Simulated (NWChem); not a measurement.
tetrafluoromethane (CF4) in NWChem

SMILES: FC(F)(F)F
```xyz
5

F      1.0742     0.0000    -0.7596
C      0.0000     0.0000     0.0000
F     -1.0742     0.0000    -0.7596
F      0.0000    -1.0742     0.7596
F      0.0000     1.0742     0.7596
```
Charge 0, spin multiplicity 1.

Everything below was run with NWChem. All single points use one geometry, from PBE0/def2-SVP, a minimum by its harmonic frequencies.

Symmetry labels belong to the abelian group C2v used in the runs, with the axes of the coordinates shown; states degenerate in a higher group split over its labels.

List the lowest 4 singlet excitations that TD-PBE/def2-SVP gives, with oscillator strengths.


| state | symmetry | energy (eV) | wavelength (nm) | f |
|---|---|---|---|---|
| 1 | b2 | 14.03 | 88 | 0.000 |
| 2 | a2 | 14.03 | 88 | 0.000 |
| 3 | b1 | 14.03 | 88 | 0.000 |
| 4 | a2 | 14.11 | 88 | 0.000 |
